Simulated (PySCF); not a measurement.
hydrogen sulfide (H₂S), SMILES S. Coordinates come from a PBE0-D3(BJ)/def2-TZVPD optimisation.

TDDFT-PBE0/def2-TZVPD run with PySCF 2.14.0 puts the lowest singlet excitations at 6.01, 6.18, 7.50, 7.69, 7.99, 8.74 eV.

Problem. What are the lowest excitation roots from ADC(3)/aug-cc-pVDZ (PySCF)? (Estimate from the structure and the level; the computed values follow.)

Solution. 6.06, 6.16, 7.84, 8.34, 8.77, 9.16 eV. S1 differs by 0.06 eV (second minus first; roots are paired by order, and the bases may differ).
